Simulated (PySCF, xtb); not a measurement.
phosphine (H3P), SMILES P.

Harmonic wavenumbers (cm⁻¹) from xtb with GFN2-xTB at its own minimum, in rising order: 1132, 1151, 1151, 2283, 2392, 2392.

Question: What does PBE0-D3(BJ)/def2-TZVPD (PySCF) give at its own minimum? (Estimate from the structure and the level; the computed values follow.)

Answer: 1000, 1131, 1131, 2410, 2422, 2422. Paired by order, the mean absolute difference is 60 cm⁻¹ and the zero-point energies are 15.0 and 15.0 kcal/mol.
